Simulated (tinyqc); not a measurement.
Inside a calculation. Method: UKS/PBE in the sto-3g basis, for NH, spin multiplicity 3. One step of it, computed by the program tinyqc.

Problem. Iteration 2: building the Kohn-Sham matrix. J_ij = sum D_kl (ij|kl) with D = D(alpha) + D(beta); F = H + J + V_xc; E = tr D H + tr D J / 2 + E_xc + E_nn.

D(alpha) after iteration 1, lower triangle:
```
,1N 1s,1N 2s,1N 2px,1N 2py,1N 2pz,2H 1s
1N 1s,1.059016
1N 2s,-0.252725,1.086555
1N 2px,-0.003262,0.027252,0.998262
1N 2py,-0.002181,0.018219,-0.001162,0.999223
1N 2pz,0.017416,-0.149695,0.034679,0.023184,0.649059
2H 1s,0.008548,-0.061796,-0.053435,-0.035723,0.287691,0.134471
```

D(beta) after iteration 1, lower triangle:
```
,1N 1s,1N 2s,1N 2px,1N 2py,1N 2pz,2H 1s
1N 1s,1.057574
1N 2s,-0.245185,1.053203
1N 2px,-0.017045,0.079804,0.014343
1N 2py,-0.013439,0.058053,0.008001,0.004764
1N 2pz,0.012755,-0.094936,-0.087210,-0.039977,0.780387
2H 1s,-0.002297,-0.014856,-0.021222,-0.009543,0.195171,0.048899
```

core Hamiltonian H = T + V (hartree), lower triangle:
```
,1N 1s,1N 2s,1N 2px,1N 2py,1N 2pz,2H 1s
1N 1s,-24.715542
1N 2s,-5.683660,-6.766720
1N 2px,0.000000,0.000000,-5.376129
1N 2py,0.000000,0.000000,0.000000,-5.376129
1N 2pz,-0.015685,-0.180413,0.000000,0.000000,-5.505323
2H 1s,-1.408285,-2.898858,0.000000,0.000000,-2.214180,-4.004201
```

Two-electron integrals (ij|kl) in chemists' order, unique and non-zero (hartree):
```
i,j,k,l,(ij|kl)
1,1,1,1,4.166630
2,1,1,1,0.640849
2,1,2,1,0.117461
2,2,1,1,0.969864
2,2,2,1,0.220936
2,2,2,2,0.708245
3,1,3,1,0.020960
3,2,3,1,0.032452
3,2,3,2,0.156449
3,3,1,1,0.967124
3,3,2,1,0.220977
3,3,2,2,0.708086
3,3,3,3,0.762805
4,1,4,1,0.020960
4,2,4,1,0.032452
4,2,4,2,0.156449
4,3,4,3,0.041119
4,4,1,1,0.967124
4,4,2,1,0.220977
4,4,2,2,0.708086
4,4,3,3,0.680568
4,4,4,4,0.762805
5,1,5,1,0.020960
5,2,5,1,0.032452
5,2,5,2,0.156449
5,3,5,3,0.041119
5,4,5,4,0.041119
5,5,1,1,0.967124
5,5,2,1,0.220977
5,5,2,2,0.708086
5,5,3,3,0.680568
5,5,4,4,0.680568
5,5,5,5,0.762805
6,1,1,1,0.159633
6,1,2,1,0.029019
6,1,2,2,0.054244
6,1,3,3,0.054108
6,1,4,4,0.054108
6,1,5,1,0.001527
6,1,5,2,0.002856
6,1,5,5,0.054522
6,1,6,1,0.007290
6,2,1,1,0.371201
6,2,2,1,0.085529
6,2,2,2,0.300672
6,2,3,3,0.294677
6,2,4,4,0.294677
6,2,5,1,0.007152
6,2,5,2,0.053239
6,2,5,5,0.312386
6,2,6,1,0.021697
6,2,6,2,0.159579
6,3,3,1,0.008919
6,3,3,2,0.050852
6,3,5,3,0.010877
6,3,6,3,0.021693
6,4,4,1,0.008919
6,4,4,2,0.050852
6,4,5,4,0.010877
6,4,6,4,0.021693
6,5,1,1,0.285455
6,5,2,1,0.066628
6,5,2,2,0.249366
6,5,3,3,0.237327
6,5,4,4,0.237327
6,5,5,1,0.013811
6,5,5,2,0.092480
6,5,5,5,0.273177
6,5,6,1,0.017690
6,5,6,2,0.159020
6,5,6,5,0.177751
6,6,1,1,0.504629
6,6,2,1,0.118145
6,6,2,2,0.472713
6,6,3,3,0.450316
6,6,4,4,0.450316
6,6,5,1,0.013079
6,6,5,2,0.130692
6,6,5,5,0.516946
6,6,6,1,0.030344
6,6,6,2,0.310513
6,6,6,5,0.347455
6,6,6,6,0.774606
```

nuclear repulsion = 3.64232102 hartree

V_xc(alpha) (hartree), lower triangle:
```
,1N 1s,1N 2s,1N 2px,1N 2py,1N 2pz,2H 1s
1N 1s,-2.697380
1N 2s,-0.367611,-0.716536
1N 2px,-0.000262,-0.001852,-0.715401
1N 2py,-0.000177,-0.001303,0.000103,-0.715459
1N 2pz,0.000819,-0.003589,-0.001552,-0.001074,-0.704978
2H 1s,-0.092198,-0.293786,-0.000563,-0.000423,-0.241101,-0.448764
```

V_xc(beta) (hartree), lower triangle:
```
,1N 1s,1N 2s,1N 2px,1N 2py,1N 2pz,2H 1s
1N 1s,-2.672813
1N 2s,-0.349181,-0.600938
1N 2px,-0.001471,-0.014356,-0.563362
1N 2py,-0.001050,-0.010817,-0.000435,-0.562811
1N 2pz,0.000320,-0.003226,0.011183,0.005008,-0.662054
2H 1s,-0.088285,-0.257028,-0.001568,-0.001966,-0.224340,-0.405578
```

E_xc = sum of w rho eps_xc = -7.32961556 hartree

Give: Coulomb J; F(alpha); F(beta); total energy of this density.

Solution.

Coulomb J (hartree), lower triangle:
```
,1N 1s,1N 2s,1N 2px,1N 2py,1N 2pz,2H 1s
1N 1s,13.902
1N 2s,2.547,6.070
1N 2px,0.005,0.025,6.038
1N 2py,0.003,0.018,0.001,6.037
1N 2pz,0.000,0.031,-0.006,-0.002,6.116
2H 1s,0.630,2.545,0.006,0.005,2.107,3.976
```

F(alpha) (hartree), lower triangle:
```
,1N 1s,1N 2s,1N 2px,1N 2py,1N 2pz,2H 1s
1N 1s,-13.511
1N 2s,-3.504,-1.413
1N 2px,0.005,0.023,-0.054
1N 2py,0.003,0.017,0.001,-0.054
1N 2pz,-0.015,-0.153,-0.007,-0.003,-0.094
2H 1s,-0.870,-0.647,0.006,0.005,-0.348,-0.477
```

F(beta) (hartree), lower triangle:
```
,1N 1s,1N 2s,1N 2px,1N 2py,1N 2pz,2H 1s
1N 1s,-13.486
1N 2s,-3.486,-1.297
1N 2px,0.003,0.010,0.098
1N 2py,0.002,0.007,0.000,0.098
1N 2pz,-0.015,-0.153,0.005,0.003,-0.051
2H 1s,-0.866,-0.611,0.005,0.003,-0.331,-0.434
```

total energy of this density = -54.30345 hartree
